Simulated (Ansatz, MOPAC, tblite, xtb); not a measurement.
Breaking a bond: disilane, H6Si2, SMILES [SiH3][SiH3], singlet. The Si1–Si5 bond (Si1 also carries H, H, H; Si5 carries H, H, H) is stretched with both fragments frozen at the PBE0/def2-TZVP optimised geometry.

- GFN1-xTB (xtb)
- GFN2-xTB, 300 K electronic temperature (tblite)
- AM1, restricted, heats of formation (MOPAC)
- UCCSD(T) = Ansatz (an electronic-structure program) with CCSD(T) on UHF/cc-pVDZ, frozen core

Energies relative to the lowest point of each curve near equilibrium, in kJ/mol; the last columns give the difference from UCCSD(T):

```json
[
 {"R / Å": "1.93", "GFN1-xTB": "217.9", "GFN2-xTB": "243.9", "AM1": "92.0", "UCCSD(T)": "174.4", "GFN1-xTB − UCCSD(T)": "43.5", "GFN2-xTB − UCCSD(T)": "69.6", "AM1 − UCCSD(T)": "-82.4"},
 {"R / Å": "2.08", "GFN1-xTB": "62.4", "GFN2-xTB": "57.9", "AM1": "45.7", "UCCSD(T)": "60.9", "GFN1-xTB − UCCSD(T)": "1.6", "GFN2-xTB − UCCSD(T)": "-3.0", "AM1 − UCCSD(T)": "-15.1"},
 {"R / Å": "2.20", "GFN1-xTB": "13.9", "GFN2-xTB": "9.7", "AM1": "19.7", "UCCSD(T)": "17.4", "GFN1-xTB − UCCSD(T)": "-3.4", "GFN2-xTB − UCCSD(T)": "-7.6", "AM1 − UCCSD(T)": "2.3"},
 {"R / Å": "2.28", "GFN1-xTB": "2.0", "GFN2-xTB": "0.4", "AM1": "7.7", "UCCSD(T)": "4.0", "GFN1-xTB − UCCSD(T)": "-2.0", "GFN2-xTB − UCCSD(T)": "-3.7", "AM1 − UCCSD(T)": "3.7"},
 {"R / Å": "2.34", "GFN1-xTB": "0.0", "GFN2-xTB": "0.0", "AM1": "2.2", "UCCSD(T)": "0.1", "GFN1-xTB − UCCSD(T)": "-0.1", "GFN2-xTB − UCCSD(T)": "-0.1", "AM1 − UCCSD(T)": "2.1"},
 {"R / Å": "2.39", "GFN1-xTB": "1.6", "GFN2-xTB": "2.6", "AM1": "0.0", "UCCSD(T)": "0.0", "GFN1-xTB − UCCSD(T)": "1.6", "GFN2-xTB − UCCSD(T)": "2.6", "AM1 − UCCSD(T)": "0.0"},
 {"R / Å": "2.51", "GFN1-xTB": "14.3", "GFN2-xTB": "15.5", "AM1": "4.2", "UCCSD(T)": "8.7", "GFN1-xTB − UCCSD(T)": "5.6", "GFN2-xTB − UCCSD(T)": "6.8", "AM1 − UCCSD(T)": "-4.4"},
 {"R / Å": "2.67", "GFN1-xTB": "43.3", "GFN2-xTB": "40.4", "AM1": "28.2", "UCCSD(T)": "33.2", "GFN1-xTB − UCCSD(T)": "10.1", "GFN2-xTB − UCCSD(T)": "7.2", "AM1 − UCCSD(T)": "-5.0"},
 {"R / Å": "2.82", "GFN1-xTB": "77.1", "GFN2-xTB": "66.6", "AM1": "61.9", "UCCSD(T)": "63.3", "GFN1-xTB − UCCSD(T)": "13.7", "GFN2-xTB − UCCSD(T)": "3.3", "AM1 − UCCSD(T)": "-1.4"},
 {"R / Å": "3.10", "GFN1-xTB": "145.8", "GFN2-xTB": "121.4", "AM1": "126.2", "UCCSD(T)": "124.6", "GFN1-xTB − UCCSD(T)": "21.2", "GFN2-xTB − UCCSD(T)": "-3.2", "AM1 − UCCSD(T)": "1.6"},
 {"R / Å": "3.42", "GFN1-xTB": "223.0", "GFN2-xTB": "182.0", "AM1": "185.0", "UCCSD(T)": "192.4", "GFN1-xTB − UCCSD(T)": "30.6", "GFN2-xTB − UCCSD(T)": "-10.4", "AM1 − UCCSD(T)": "-7.4"},
 {"R / Å": "3.85", "GFN1-xTB": "312.7", "GFN2-xTB": "245.8", "AM1": "255.4", "UCCSD(T)": "260.6", "GFN1-xTB − UCCSD(T)": "52.1", "GFN2-xTB − UCCSD(T)": "-14.8", "AM1 − UCCSD(T)": "-5.2"},
 {"R / Å": "4.28", "GFN1-xTB": "378.1", "GFN2-xTB": "285.7", "AM1": "312.2", "UCCSD(T)": "290.7", "GFN1-xTB − UCCSD(T)": "87.4", "GFN2-xTB − UCCSD(T)": "-5.0", "AM1 − UCCSD(T)": "21.5"},
 {"R / Å": "4.91", "GFN1-xTB": "431.5", "GFN2-xTB": "310.8", "AM1": "368.1", "UCCSD(T)": "300.7", "GFN1-xTB − UCCSD(T)": "130.8", "GFN2-xTB − UCCSD(T)": "10.0", "AM1 − UCCSD(T)": "67.3"},
 {"R / Å": "5.67", "GFN1-xTB": "454.2", "GFN2-xTB": "315.7", "AM1": "408.0", "UCCSD(T)": "302.9", "GFN1-xTB − UCCSD(T)": "151.4", "GFN2-xTB − UCCSD(T)": "12.9", "AM1 − UCCSD(T)": "105.1"},
 {"R / Å": "6.77", "GFN1-xTB": "458.3", "GFN2-xTB": "316.5", "AM1": "440.2", "UCCSD(T)": "303.4", "GFN1-xTB − UCCSD(T)": "154.9", "GFN2-xTB − UCCSD(T)": "13.1", "AM1 − UCCSD(T)": "136.8"}
]
```

GFN1-xTB is furthest from UCCSD(T) at 6.77 (154.9 kJ/mol, above); its mean absolute difference over the points is 44.4 kJ/mol.

GFN2-xTB is furthest from UCCSD(T) at 1.93 (69.6 kJ/mol, above); its mean absolute difference over the points is 10.8 kJ/mol.

AM1 is furthest from UCCSD(T) at 6.77 (136.8 kJ/mol, above); its mean absolute difference over the points is 28.8 kJ/mol.

The restricted form behind AM1 keeps the bonding electrons paired and can't separate into open-shell fragments. The unrestricted determinant behind UCCSD(T) is spin-contaminated at 3.42 to 6.77 Å (<S²> up to 1.0, against 0.00 for a pure singlet).
